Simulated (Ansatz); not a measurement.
Mulliken charges of C2H4OS2, SMILES `C=C(O)SS` from PBE/def2-TZVPP in Ansatz (PBE0-D4/def2-TZVP geometry).

```
atom   x (Å)   y (Å)   z (Å)  charge (e)
  C1  -1.201   0.370   1.164      -0.268
  C2  -0.459   0.203   0.074       0.169
  O3  -0.899  -0.399  -1.037      -0.236
  S4   1.164   0.937   0.040      -0.032
  S5   2.145  -0.222  -1.322      -0.145
  H6  -0.787   0.847   2.041       0.097
  H7  -2.235   0.051   1.174       0.092
  H8  -0.138  -0.573  -1.617       0.196
  H9   2.498  -1.260  -0.534       0.127
```

Task: By hand: the dipole of these point charges (1 e Å = 4.8032 D).

Result: Σ q r = (0.116, -0.154, 0.057) e Å, of length 0.201 e Å = 0.97 D.

Task: How does the dipole of the full density compare? (An estimate is asked.)

Result: Ansatz gave: (0.236, -0.200, -0.017) e Å, 1.49 D; the point charges give 0.65 times that, at 23° from its direction.

Point charges leave out the atoms' own dipoles, such as those of lone pairs, and Mulliken's split depends on the basis, so the two needn't agree.
